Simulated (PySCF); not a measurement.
FH₂P.
Atom-mapped SMILES: `[F:1][PH2:2]` (hydrogens: H3, H4 on P2)

Cartesian coordinates in Å at the PBE0-D3(BJ)/def2-SVP level; atoms count from 1:
```xyz
4
FH2P angstrom
F      0.738   -1.212   -0.042
P      0.283    0.280    0.412
H     -1.131    0.044    0.492
H      0.146    0.856   -0.896
```

Computed with core-valence-separated Tamm–Dancoff BHandHLYP/aug-pcX-1 (pcseg-1 on H, def2-SVPD on P) in PySCF, non-relativistic, gas phase, PBE0-D3(BJ)/def2-SVP geometry.

Computed fluorine K-edge spectrum, Gaussian lines of 0.5 eV full width, highest printed point 100; it ends one width below the last computed root. BHandHLYP without relativity tends to put these K edges a few eV too low, so spacings mean more than positions.

photon energy (eV), absorption and a bar:
```
    683.0          1 
    683.2          8 ###
    683.4         45 ##############
    683.6        100 ##############################
    683.8         91 ###########################
    684.0         34 ##########
    684.2          5 ##
    684.4          0 
    684.6          0 
    684.8          0 
    685.0          0 
    685.2          0 
    685.4          0 
    685.6          0 
    685.8          0 
    686.0          1 
    686.2          8 ##
    686.4         26 ########
    686.6         36 ###########
    686.8         30 #########
    687.0         23 #######
    687.2         12 ####
    687.4          3 #
    687.6          0 
    687.8          0 
    688.0          0 
    688.2          4 #
    688.4         16 #####
    688.6         27 ########
    688.8         34 ##########
    689.0         60 ##################
    689.2         68 ####################
    689.4         34 ##########
    689.6          8 ##
    689.8          2 #
```

Task: Assign the maxima to core holes.

Result: 3 maxima:
- 683.7 eV: F1 (phosphorus-bound fluorine), 683.68 eV, f = 0.026, 100 % of the height at the exact maximum
- 686.6 eV: F1 (phosphorus-bound fluorine), 686.56 eV, f = 0.008, 91 % of the height at the exact maximum
- 689.1 eV: F1 (phosphorus-bound fluorine), 689.14 eV, f = 0.017, sum of 2, 99 % of the height at the exact maximum

Further lines of some strength in the range: F1, 687.00 eV, f = 0.004; F1, 688.59 eV, f = 0.006.

Roots within 0.03 eV on the same or equivalent atoms count as one line; shares under 12 % aren't listed.

Vibrational structure and lifetime widths aren't in the curve. The ionisation threshold wasn't computed; near and above it a finite basis only mimics Rydberg series and continuum.
